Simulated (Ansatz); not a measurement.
**AlH₄ (quartet): wave-function methods side by side, aug-cc-pVDZ**

How much of the correlation energy of AlH₄ (quartet) does each wave-function method recover here?

Program: Ansatz 0.2.0, Gaussian basis. Level of theory: aug-cc-pVDZ, core rule «outside noble gas», up to 5 orbitals frozen. These are calculated values, not measurements.

To be run: UHF; CCSD(T) on ROHF; CCSD(T) on UHF; BCCD(T) on ROHF; CISD; CCSDT(Q) on ROHF; CCSDT(Q) on UHF; CASSCF and MRCISD+Q, 7 electrons in 8 orbitals; CASSCF and NEVPT2, 7 electrons in 8 orbitals.

9 further runs of the same task are left out: 2 for a known fault of the program, 1 that didn't finish, 6 set aside as unsound or not needed.

### 1 The system

The geometry is a PBE0/def2-TZVP stationary point (not a proven minimum) of the parent state, kept for this charge and spin.

5 atoms, charge 0, spin multiplicity 4.

Atoms are counted from 1 here; the program's logs count them from 0.

Bond lengths: Al1–H2 1.663 Å, Al1–H3 1.663 Å, Al1–H4 1.663 Å, Al1–H5 1.663 Å. Angles: H2–Al1–H3 135.7°, H2–Al1–H4 64.5°, H2–Al1–H5 135.7°, H3–Al1–H4 135.7°, H3–Al1–H5 64.5°, H4–Al1–H5 135.7°.

### 2 UHF

Contents of in.yaml:

```yaml
crystal:
  periodic: [false, false, false]
  atoms:
    - {symbol: Al, position_ang: [0.000000, 0.000000, 0.000000]}
    - {symbol: H, position_ang: [0.621180, 1.410429, 0.625916]}
    - {symbol: H, position_ang: [-0.624953, -1.407416, 0.628935]}
    - {symbol: H, position_ang: [-0.629895, 1.403521, -0.632699]}
    - {symbol: H, position_ang: [0.633669, -1.406534, -0.622152]}
basis:
  gaussian: {orbitals: aug-cc-pVDZ}
magnetization: {spin_polarized: true, initial_magnetization: 3}
hamiltonian: {xc: hf}
output: {orbitals: {seedname: orbitals}}
```

Command:

```console
$ ansatz run in.yaml --threads 1 --pin off --events-out ev --progress --plain --max-ram 4160MiB --backend cpu
```

After this run come: CCSD(T) on ROHF; CCSD(T) on UHF; BCCD(T) on ROHF; CISD; CCSDT(Q) on ROHF; CCSDT(Q) on UHF; CASSCF and MRCISD+Q, 7 electrons in 8 orbitals; CASSCF and NEVPT2, 7 electrons in 8 orbitals.

Before running them: what should the planned runs give, taken together? Wanted: UCCSDT(Q) from the RHF energy; RMP2 from UCCSDT(Q); UMP2 from UCCSDT(Q); RCCSD from UCCSDT(Q); RCCSD(T) from UCCSDT(Q); UCCSD(T) from UCCSDT(Q); RCCSDT(Q) from UCCSDT(Q); NEVPT2 valence from UCCSDT(Q); MRCISD+Q valence from UCCSDT(Q).

The runs gave:

```
                         quantity                      value
    UCCSDT(Q) from the ROHF energy                 -3.5782 eV
              RMP2 from UCCSDT(Q)                +1024.7 meV
              UMP2 from UCCSDT(Q)                +1098.8 meV
             RCCSD from UCCSDT(Q)                 +178.6 meV
          RCCSD(T) from UCCSDT(Q)                  +47.1 meV
          UCCSD(T) from UCCSDT(Q)                  +48.9 meV
         RCCSDT(Q) from UCCSDT(Q)                   +0.2 meV
    NEVPT2 valence from UCCSDT(Q)                 +800.2 meV
  MRCISD+Q valence from UCCSDT(Q)                 +147.1 meV
levels within 1 kcal/mol (43 meV)  RCCSDT, UCCSDT, RCCSDT(Q)
                    T1 diagnostic                      0.029
   effectively unpaired electrons                       3.03
```

**Reading.** RCCSD(T) misses by +47.1 meV, 1.3 % of the correlation energy. One determinant dominates. Of the multireference levels listed MRCISD+Q valence comes nearest in total energy (+147.1 meV), which doesn't show that its space is the better one. Coupled cluster took another determinant than the lowest Hartree-Fock one. These misses are within one basis, not against nature; the frozen cores of restricted and unrestricted runs differ, which can shift their rows.

With open shells the CI space here admits some triples and quadruples, so it is larger than plain CISD.
